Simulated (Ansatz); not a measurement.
**C₂H₅FS: one species, many methods**

An exercise on one series of results from a longer session: the logs are not shown, and one member is left open.

Computed with Ansatz 0.2.0, Gaussian basis. Level: functionals in def2-TZVPP, the program's frozen cores in correlated methods.

The runs, in order: LDA (SPW92), PBE-D4, revPBE-D4, BLYP-D4, r2SCAN-D4, B97M-V, PBE0-D4, B3LYP-D4, r2SCANh-D4, r2SCAN0-D4, HSE06-D4, BHLYP-D4, CAM-B3LYP-D4, LC-ωPBE, ωB97X-V, ωB97M-V, B2PLYP, PBE-QIDH; CCSD(T)/def2-SVP; CCSD(T)/def2-TZVPP; MP2/def2-QZVPP; extrapolation to the limit; RPA on PBE.

## Structure used throughout

All runs share one geometry, relaxed beforehand with PBE0-D4 in a triple-zeta def2 set.

SMILES `CC(F)S`, 9 atoms, charge 0, spin multiplicity 1.

Atoms are counted from 1 here; the program's logs count them from 0.

Bond lengths: C1–C2 1.506 Å, C1–H5 1.090 Å, C1–H6 1.092 Å, C1–H7 1.092 Å, C2–F3 1.384 Å, C2–S4 1.800 Å, C2–H8 1.094 Å, S4–H9 1.344 Å. Angles: C2–C1–H5 110.4°, C2–C1–H6 110.3°, C2–C1–H7 109.7°, H5–C1–H6 108.9°, H5–C1–H7 109.1°, H6–C1–H7 108.5°, C1–C2–F3 108.6°, C1–C2–S4 114.3°, C1–C2–H8 111.4°, F3–C2–S4 110.9°, F3–C2–H8 106.9°, S4–C2–H8 104.4°, C2–S4–H9 96.1°.

Set-up of the first run:

in.yaml reads:

```yaml
crystal:
  periodic: [false, false, false]
  atoms:
    - {symbol: C, position_ang: [0.156826, 0.601497, -0.697397]}
    - {symbol: C, position_ang: [0.249683, -0.645462, 0.141710]}
    - {symbol: F, position_ang: [1.413389, -0.590474, 0.888161]}
    - {symbol: S, position_ang: [-1.178973, -0.935042, 1.197798]}
    - {symbol: H, position_ang: [-0.718583, 0.558807, -1.345350]}
    - {symbol: H, position_ang: [0.080015, 1.483391, -0.058039]}
    - {symbol: H, position_ang: [1.053539, 0.697942, -1.313298]}
    - {symbol: H, position_ang: [0.313429, -1.542835, -0.481404]}
    - {symbol: H, position_ang: [-1.280824, 0.325877, 1.650719]}
basis:
  gaussian: {orbitals: def2-TZVPP}
hamiltonian: {xc: lda}
output: {orbitals: {seedname: orbitals}}
```

Launch:

```bash
ansatz run in.yaml --threads 2 --pin off --events-out ev --progress --plain --max-ram 4352MiB
```

Steps of the session up to this table: LDA; PBE-D4 (GGA); revPBE-D4 (GGA); BLYP-D4 (GGA); r2SCAN-D4 (meta-GGA); B97M-V (meta-GGA); B3LYP-D4 (hybrid); r2SCANh-D4 (hybrid); r2SCAN0-D4 (hybrid); HSE06-D4 (hybrid); BHLYP-D4 (hybrid); CAM-B3LYP-D4 (range-separated); LC-ωPBE (range-separated); ωB97X-V (range-separated); ωB97M-V (range-separated); B2PLYP (double hybrid); PBE-QIDH (double hybrid).

One table of the session follows, with a row left open; its other results are not shown here.

It belongs to the step «Orbital energies across the functionals». 

| functional | HOMO (eV) | LUMO (eV) | gap (eV) |
| --- | --- | --- | --- |
| LDA (SPW92) | -6.24 | -0.81 | 5.43 |
| PBE-D4 | -6.11 | -0.62 | 5.49 |
| revPBE-D4 | -6.05 | -0.53 | 5.52 |
| BLYP-D4 | -5.96 | -0.55 | 5.41 |
| r2SCAN-D4 | ? | ? | ? |
| B97M-V | -6.48 | -0.39 | 6.09 |
| PBE0-D4 | -7.39 | 0.35 | 7.74 |
| B3LYP-D4 | -7.15 | 0.06 | 7.20 |
| r2SCANh-D4 | -6.86 | 0.07 | 6.93 |
| r2SCAN0-D4 | -7.57 | 0.58 | 8.15 |
| HSE06-D4 | -6.99 | -0.03 | 6.95 |
| BHLYP-D4 | -8.54 | 1.24 | 9.78 |
| CAM-B3LYP-D4 | -8.77 | 1.35 | 10.13 |
| LC-ωPBE | -10.21 | 2.64 | 12.85 |
| ωB97X-V | -9.82 | 2.47 | 12.29 |
| ωB97M-V | -9.65 | 2.20 | 11.85 |

**Question.** Estimate the row for r2SCAN-D4.

Worked estimate for «HOMO (eV)». Against the share of exact exchange, r2SCANh-D4 (0.1, -6.86), r2SCAN0-D4 (0.25, -7.57) give a slope of -4.73 per unit share; at 0 the line stands at -6.39.

**Answer.** HOMO (eV): -6.39; LUMO (eV): -0.28; gap (eV): 6.10. In «HOMO (eV)» the line misses by 0.00.
